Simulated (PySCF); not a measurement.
Bonds (- single, = double, # triple, : aromatic): C1-O2 1.394 Å, O2-C3 1.391 Å, C3-C4 1.495 Å, C4=S5 1.613 Å. C1 carries H6, H7, H8; C3 carries H9, H10; C4 carries H11.

Geometry: PBE0-D3(BJ)/def2-SVP; GIAO absolute shieldings from PySCF 2.14, gas phase, non-relativistic, averaged over equivalent atoms.

At PBE0/pcSseg-1 (122 basis functions, 9.3 s wall time on 1 thread of an Arm Neoverse V2, shared host):
```json
{"atoms": "C4", "σ (ppm)": "-87.0"}
{"atoms": "C3", "σ (ppm)": "94.0"}
{"atoms": "C1", "σ (ppm)": "126.0"}
{"atoms": "O2", "σ (ppm)": "313.1"}
{"atoms": "S5", "σ (ppm)": "-539.0"}
{"atoms": "H11", "σ (ppm)": "19.89"}
{"atoms": "H9/H10", "σ (ppm)": "26.98"}
{"atoms": "H6/H7/H8", "σ (ppm)": "27.88"}
```

Question: Predict the values at PBE0/pcSseg-2 on the same geometry.

Answer: 
```
   atoms  σ at PBE0/pcSseg-2  change
      C4               -93.1    -6.1
      C3                91.2    -2.8
      C1               124.0    -2.0
      O2               309.4    -3.7
      S5              -520.5   +18.5
     H11               19.54   -0.35
  H9/H10               26.78   -0.20
H6/H7/H8               27.82   -0.06
```

The largest change is at S5 (thione sulfur). Cost: 271 basis functions, 31 s wall time on 1 thread of an Arm Neoverse V2, shared host. The order of the carbon signals is the same at both levels.
